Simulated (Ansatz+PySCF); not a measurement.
**singlet LiH₂O(+): levels of theory in one basis**

```xyz
4

Li    0.0000    0.0000   -1.6078
O     0.0000    0.0000    0.3549
H     0.0000    0.8298    0.9921
H     0.0000   -0.8298    0.9921
```

Basis set: def2-SVP (spherical functions). Frozen core: 1 orbital. Charge 1, multiplicity 1.

Computed with Ansatz (development build ahead of 0.2.0); each method stands on the lowest determinant of its kind that the runs found.

| method | E − E(RHF) (eV) | <S²> of the determinant |
| --- | --- | --- |
| RHF | 0.00 | 0.00 |
| RHF-MP2 | -5.72 | – |
| RHF-CCSD | -5.96 | – |

(1) What does RHF-CCSD(T) give on the same scale?

(2) Is a single determinant a sound starting point here?

## Answers

(1) -6.05 eV.

(2) By this sign, yes. Unrestricted orbitals gain 0.00 eV and <S²> is 0.00 against 0.00 for a pure state.
